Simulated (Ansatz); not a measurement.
Relaxed structures of NaSiH3S, closed shell (PBE0-D4/def2-TZVP; forces vanish, vibrations not checked; lower isomers may exist, and structures with a doubtful reference or unclear bonds are left out; Å). Ansatz 0.2.0; basis: def2-TZVPP; cores frozen in the correlated methods. The outer core shell of Li, Na, Mg and K is correlated. The def2 sets are not built for correlating such inner shells, so the correlated values are less sure here.

**Question.** Rank them by CCSD(T) energy, lowest first, and give each one's height above the lowest. Links in brackets join atoms within 1.22 times the sum of their covalent radii (1.1 for two metals). (Judge from chemistry; the value comes from the calculation.)
A.
NaSiH₃S ([H]1[Na]2[S][SiH2]12)
```
6
angstrom
Na -2.4102 0.7336 1.9637
Si -0.7245 0.2975 -0.4443
S -0.0693 -0.0553 1.4852
H -0.7962 -0.8908 -1.3446
H -0.0068 1.3658 -1.2001
H -2.1721 0.8028 -0.4266
```
B.
NaSiH₃S ([Na][SiH2][SH])
```
6
angstrom
Na -2.8978 0.6108 0.2828
Si -0.2980 0.0625 -0.4358
S 0.7235 -0.1523 1.4848
H 0.0082 -1.1971 -1.1979
H 0.4905 1.0912 -1.1983
H 1.9737 -0.4151 1.0643
```
C.
NaSiH₃S ([H]1[Na]23[H][Si]12[SH]3)
```
6
angstrom
Na 1.1562 -0.6723 -1.3620
Si -1.1197 0.4261 -0.0703
S 0.5527 -0.5725 1.2126
H -1.1516 -0.8779 -0.9265
H -0.1174 1.0729 -1.1019
H 1.0192 0.5522 1.7754
```

**Answer.** Computed: A (0.000 eV), C (1.245 eV), B (1.360 eV). Heights count from the lowest.

No T1 diagnostic of these runs exceeds 0.012.

For scale, one of the runs: CCSD(T)/def2-TZVPP, 158 basis functions, launched by `ansatz run in.yaml --threads 2 --pin off --events-out ev --progress --plain --max-ram 4352MiB`. Hardware: 2 CPU threads of an Arm Neoverse V2, shared host. Wall time 20 s; peak host memory 1.1 GiB.
